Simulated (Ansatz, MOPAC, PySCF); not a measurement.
Ligands exchanged one at a time, Si Cl-C2H5. All species are isolated molecules in the gas phase. One relaxed conformer stands for each flexible species; it need not be the lowest. Strings in code marks are SMILES.

Quantity: redistribution energy (mixed species minus the weighted end members), in eV. Semi-empirical values (MOPAC) are differences of heats of formation.

Level 1: frozen-core MP2/cc-pVDZ // B3LYP-D3(BJ)/def2-SVP (Ansatz, an electronic-structure program)
Level 2: B3LYP/LANL2DZ // B3LYP-D3(BJ)/def2-SVP (PySCF)
Level 3: HF/6-31G* // B3LYP-D3(BJ)/def2-SVP (PySCF)
Level 4: AM1 // B3LYP-D3(BJ)/def2-SVP (MOPAC)

```
species                                                                                          level 1  level 2  level 3  level 4
-----------------------------------------------------------------------------------------------  -------  -------  -------  -------
1 of 4 Cl replaced by C2H5: `CC[Si](Cl)(Cl)Cl`                                                    -0.288    -0.64   -0.362   -0.106
2 of 4 Cl replaced by C2H5: `CC[Si](Cl)(CC)Cl` (C–C–Si–Cl torsion -179°, Cl–Si–C–C torsion 63°)   -0.374    -0.81    -0.48   -0.149
3 of 4 Cl replaced by C2H5: `[Si](CC)(CC)(Cl)CC`                                                  -0.278    -0.59   -0.366   -0.116
```
